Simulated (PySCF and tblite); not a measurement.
The numbers below are computed, except where a source is named.
System: C₄H₉NS, numbered as in [CH3:1][CH2:2][N:3]([CH3:4])[CH:5]=[S:6].

Motion: rotation about the C2–N3 bond (torsion C1–C2–N3–C4 from -87° to 87°, rising). GFN2-xTB gives an electronic barrier of 2.4 kcal/mol.

(1) What does B3LYP/pcSseg-1 + D3(BJ) give on GFN2-xTB geometries?

Programs: tblite and PySCF.

Answers

(1) A barrier of 3.2 kcal/mol, 0.8 above the tight-binding barrier (from unrounded values) and, with GFN2-xTB thermal terms, ΔG‡(298 K) = 3.8 kcal/mol and k = 1×10¹⁰ s⁻¹ (1 equivalent path).
